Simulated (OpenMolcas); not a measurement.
# C3H3NO (oxazole): levels of theory compared

Aim: a comparison of 6 runs (HF/def2-SVP, B2PLYP/def2-SVP, SVWN5/def2-SVP, TPSS/def2-SVP, r2SCAN/def2-SVP, revPBE/def2-SVP) of C3H3NO (oxazole). 

The results are computed with OpenMolcas 26.06.

1 further run of the same task is left out (set aside as unsound or not needed).

### 1 Starting point

C3H3NO: 8 atoms, total charge 0, spin state singlet. As SMILES, `c1cocn1`. The shape is that of a PBE0-D4/def2-TZVP optimisation.

Bond lengths: C1–C2 1.348 Å, C2–O3 1.358 Å, O3–C4 1.344 Å, C1–N5 1.382 Å, C4–N5 1.285 Å, C1–H6 1.078 Å, C2–H7 1.076 Å, C4–H8 1.079 Å. Some angles: C1–C2–O3 107.9°, C2–C1–N5 109.0°, C2–O3–C4 104.3°, O3–C4–N5 114.7°, C1–N5–C4 104.2°, C1–C2–H7 135.2°, O3–C2–H7 117.0°, C2–C1–H6 129.0°, N5–C1–H6 122.1°, O3–C4–H8 116.9°.

### 2 Energy and forces at HF/def2-SVP (run 1)

Input file mol.xyz:

```xyz
8

C     -0.061900     0.929600     0.395600
C      1.003400     0.196300     0.014100
O      0.543600    -0.991000    -0.459600
C     -0.792200    -0.904500    -0.335200
N     -1.214100     0.202900     0.162800
H     -0.086300     1.920900     0.818200
H      2.069100     0.345200     0.007300
H     -1.369200    -1.756600    -0.659100
```

Input file run.inp:

```
&GATEWAY
 BasLib = $CurrDir
 Coord = mol.xyz
 Basis = def2-SVP
 Group = NoSym

&SEWARD

&SCF
 Thresholds = 1e-10 1e-07 1e-07 1e-05
 PrOrbitals = 1 2

&ALASKA
```

The basis set def2-SVP is read from a file made from the Basis Set Exchange's data (not shown).

The run is started by

```
export MOLCAS_MEM=1860
pymolcas run.inp > run.log
```

Output:

```text
--- Start Module: gateway ---
[...]
--- Stop Module: gateway /rc=_RC_ALL_IS_WELL_ ---
[...]
      Basis functions           85
[...]
--- Start Module: scf ---
[...]
       Convergence after  15 Iterations
[...]
::    Total SCF energy                               -244.4448824617
[...]
      Total spin, S                                     0.0000000000
[...]
      Total electronic charge=   36.000000
      Total            charge=   -0.000000
[...]
      Dipole Moment (debye):
      Origin of the operator (angstrom)=   -0.0854   -0.1426   -0.0581
                   X=  1.5005E+00               Y= -1.8133E-01               Z= -1.7581E-01           Total=  1.5217E+00
      Quadrupole Moment (debye*angstrom):
[...]
 *              Molecular gradients               *
 **************************************************
  Irreducible representation: a
 ------------------------------------------------------------------------------------------
                              X                       Y                       Z
 ------------------------------------------------------------------------------------------
  C1               -8.31388104825354E-03    5.61943375630669E-03    2.94106781305992E-03
  C2                7.82331186255369E-03    3.40002630709169E-03    8.85662219951899E-04
  O3                2.04284073747587E-02   -1.53242958894779E-02   -7.79890538366868E-03
  C4               -8.25416780996679E-03   -1.52602571198042E-02   -5.97321941752016E-03
  N5               -1.24195036947832E-02    2.35169388290561E-02    1.08150974241870E-02
  H6               -5.60526323631919E-04    5.80426123961253E-04    2.89673618716124E-04
  H7                1.16949806019573E-03   -1.18519948487616E-03   -5.77981285938160E-04
  H8                1.26861579114124E-04   -1.34707252234278E-03   -5.81394988783845E-04
[...]
```

Wall time 6.3 s (1 thread of Intel Xeon 6975P-C (Granite Rapids), shared host); peak memory 0.47 GiB.

### 3 A single-point energy at B2PLYP/def2-SVP (run 2)

Input file coord.xyz:

```xyz
8

C     -0.061900     0.929600     0.395600
C      1.003400     0.196300     0.014100
O      0.543600    -0.991000    -0.459600
C     -0.792200    -0.904500    -0.335200
N     -1.214100     0.202900     0.162800
H     -0.086300     1.920900     0.818200
H      2.069100     0.345200     0.007300
H     -1.369200    -1.756600    -0.659100
```

Input file calc.inp:

```
&GATEWAY
  BASLIB
  $CurrDir
  COORD
  coord.xyz
  BASIS
  def2-SVP
  GROUP
  NoSym

&SEWARD
  GRIDINPUT
  Grid=UltraFine
  End of Grid

&SCF
  KSDFT
  B2PLYP_SCF
  THRESHOLDS
  1e-10 1e-07 1e-07 1e-05
  PRORBITALS
  1 2

&MBPT2
  FROZEN
  5
```

The basis set def2-SVP is read from a file made from the Basis Set Exchange's data (not shown).

The run is started by

```
export MOLCAS_MEM=1860
pymolcas calc.inp > calc.log
```

Output:

```text
--- Start Module: gateway ---
[...]
--- Stop Module: gateway /rc=_RC_ALL_IS_WELL_ ---
[...]
      Basis functions           85
[...]
--- Start Module: scf ---
[...]
       Convergence after  15 Iterations
[...]
::    Total KS-DFT energy                            -245.4043201170
[...]
      Total spin, S                                     0.0000000000
[...]
      Total electronic charge=   36.000000
      Total            charge=   -0.000000
[...]
      Dipole Moment (debye):
      Origin of the operator (angstrom)=   -0.0854   -0.1426   -0.0581
                   X=  1.5036E+00               Y= -1.7860E-01               Z= -1.7481E-01           Total=  1.5242E+00
      Quadrupole Moment (debye*angstrom):
[...]
--- Stop Module: scf /rc=_RC_ALL_IS_WELL_ ---
[...]
--- Start Module: mbpt2 ---
[...]
 ###    WARNING: MP2 implementation intended for RHF references only         ###
 ###############################################################################
MBPT2 WARNING: Reference function according to RunFile:KS-DFT
I'll assume you know what you're doing and continue
WARNING!
Default frozen orbitals as non valence orbitals is overwritten by user input.
Default values:   5
[...]
       Reference weight ( Cref**2 )         =        0.72636
::    Total MBPT2 energy                             -246.3023292013
[...]
      Total MBPT2 calculations                           0.17      0.21
--- Stop Module: mbpt2 /rc=_RC_ALL_IS_WELL_ ---
[...]
```

It took 18 s on 1 thread of Intel Xeon 6975P-C (Granite Rapids), shared host; peak memory 0.47 GiB.

Runs 3 to 5 aren't shown in full; the table further down has their settings and results.

### 4 Energy and forces at revPBE/def2-SVP (run 6)

mol.xyz is that of step 2.

Input file calc.input:

```
>>> EXPORT MOLCAS_PRINT=2

&GATEWAY
  BasLib=$CurrDir
  Coord=mol.xyz
  Basis=def2-SVP
  Group=NoSym

&SEWARD
  GridInput
  Grid=UltraFine
  End of Grid

&SCF
  KSDFT=revPBE
  Thresholds=1e-10 1e-07 1e-07 1e-05
  PrOrbitals=1 2

&ALASKA
```

The basis set def2-SVP is read from a file made from the Basis Set Exchange's data (not shown).

The run is started by

```
export MOLCAS_MEM=1860
pymolcas calc.input > calc.log
```

Output:

```text
--- Start Module: gateway ---
[...]
--- Stop Module: gateway /rc=_RC_ALL_IS_WELL_ ---
[...]
      Basis functions           85
[...]
--- Start Module: scf ---
[...]
       Convergence after  19 Iterations
[...]
::    Total KS-DFT energy                            -245.8272606196
[...]
      Total spin, S                                     0.0000000000
[...]
      Total electronic charge=   36.000000
      Total            charge=   -0.000000
[...]
      Dipole Moment (debye):
      Origin of the operator (angstrom)=   -0.0854   -0.1426   -0.0581
                   X=  1.4874E+00               Y= -2.4780E-01               Z= -2.0307E-01           Total=  1.5215E+00
      Quadrupole Moment (debye*angstrom):
[...]
 *              Molecular gradients               *
 **************************************************
  Irreducible representation: a
 ------------------------------------------------------------------------------------------
                              X                       Y                       Z
 ------------------------------------------------------------------------------------------
  C1                1.21356968435549E-02   -9.25883702555552E-03   -4.72248081005322E-03
  C2               -1.44479373984989E-02    3.71260830595022E-03    2.49554929325546E-03
  O3               -1.50882741445191E-02    1.49072209542087E-02    7.35912966720154E-03
  C4                4.26788832443759E-03    1.13010212228222E-02    4.49216593589341E-03
  N5                1.92674734374876E-02   -1.72966917116630E-02   -8.60133577913835E-03
  H6                2.69249781303271E-04   -1.26455303097819E-02   -5.38313426194570E-03
  H7               -1.32497070922541E-02   -1.59057209477387E-03    1.95980518404762E-04
  H8                6.84561024835340E-03    1.08707806588431E-02    4.16412543644995E-03
[...]
```

It took 28 s on 1 thread of Intel Xeon 6975P-C (Granite Rapids), shared host; peak memory 0.47 GiB.

### 5 All runs side by side

| run | level | task | frozen core orbitals | energy (Eh) | dipole moment (D) | HOMO energy (eV) | LUMO energy (eV) | wall time |
| --- | --- | --- | --- | --- | --- | --- | --- | --- |
| 1 | HF/def2-SVP | gradient | – | -244.444882 | 1.52 | -9.61 | 4.02 | 6.3 s |
| 2 | B2PLYP/def2-SVP | energy | 5 | -245.646783 | 1.52 | -8.18 | 1.54 | 18 s |
| 3 | SVWN5/def2-SVP | gradient | – | -243.873536 | 1.55 | -6.45 | -1.21 | 18 s |
| 4 | TPSS/def2-SVP | gradient | – | -245.935580 | 1.53 | -6.24 | -0.82 | 38 s |
| 5 | r2SCAN/def2-SVP | gradient | – | -245.753953 | 1.55 | -6.49 | -0.87 | 34 s |
| 6 | revPBE/def2-SVP | gradient | – | -245.827261 | 1.52 | -6.18 | -0.90 | 28 s |

### 6 Summary of results

| quantity | value |
| --- | --- |
| run 6: total energy | -245.82726 Eh |
| run 6: dipole moment | 1.52 D |
| run 6: HOMO energy | -6.18 eV |
| run 6: LUMO energy | -0.90 eV |
| run 6: HOMO–LUMO gap | 5.28 eV |
| run 6: largest force on an atom | 1.403 eV/Å |

The dipole moment (its size) runs from 1.52 D (revPBE/def2-SVP) to 1.55 D (r2SCAN/def2-SVP). The HOMO–LUMO gap runs from 5.24 eV (SVWN5/def2-SVP) to 13.63 eV (HF/def2-SVP). Exact exchange widens orbital gaps. For B2PLYP the log adds the whole second-order term; the table takes 0.27 of it, as the functional is defined. Totals of different functionals can't be ranked against each other. All runs together took 2.4 min, the longest 38 s.
